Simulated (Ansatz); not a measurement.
# SiNH₂+: functionals against CCSD(T) at one geometry

An exercise on one series of results from a longer session: the logs are not shown, and one member is left open.

Method: single points in def2-TZVPP; program: Ansatz 0.2.0, Gaussian basis.

Cores are frozen in the correlated methods.

## The starting structure

4 atoms, charge 1, spin multiplicity 1.

Atoms are counted from 1 here; the program's logs count them from 0.

Bond lengths: N1–Si2 1.640 Å, N1–H3 0.888 Å, Si2–H4 1.333 Å. Angles: Si2–N1–H3 171.6°, N1–Si2–H4 165.7°.

Coordinates:

```xyz
4

N     0.33880   -0.52290    0.61300
Si   -0.37330    0.54940   -0.40340
H     0.69420   -1.01900    1.25860
H    -0.75090    1.28120   -1.45180
```

The first run:

run/in.yaml reads:

```yaml
crystal:
  periodic: [false, false, false]
  atoms:
    - {symbol: N, position_ang: [0.338800, -0.522900, 0.613000]}
    - {symbol: Si, position_ang: [-0.373300, 0.549400, -0.403400]}
    - {symbol: H, position_ang: [0.694200, -1.019000, 1.258600]}
    - {symbol: H, position_ang: [-0.750900, 1.281200, -1.451800]}
basis:
  gaussian: {orbitals: def2-TZVPP}
total_charge: 1
correlation: {method: ccsd_t}
output: {forces: true}
```

No record of the launch command was kept for these runs.

Steps of the session up to this table: CCSD(T)/def2-TZVPP; PBE0-D4/def2-TZVPP; wB97M-V/def2-TZVPP; r2SCAN-D4/def2-TZVPP; PBE-D4/def2-TZVPP; r2SCAN0-D4/def2-TZVPP; CAM-B3LYP-D4/def2-TZVPP.

One table of the session follows, with a row left open; its other results are not shown here.

```
      method  RMS force component (eV/Å)  angle to CCSD(T) forces (°)
     CCSD(T)                       5.579                    reference
     PBE0-D4                       6.044                          2.7
     wB97M-V                       6.052                          3.3
   r2SCAN-D4                       5.875                          1.9
      PBE-D4                           ?                            ?
  r2SCAN0-D4                       6.110                          3.9
CAM-B3LYP-D4                       6.128                          3.6
```

Q: Estimate the row for PBE-D4 from the others.

As computed: RMS force component (eV/Å): 5.744; angle to CCSD(T) forces (°): 0.6. In the column «RMS force component (eV/Å)» it lies between CCSD(T) (5.579) and r2SCAN-D4 (5.875).
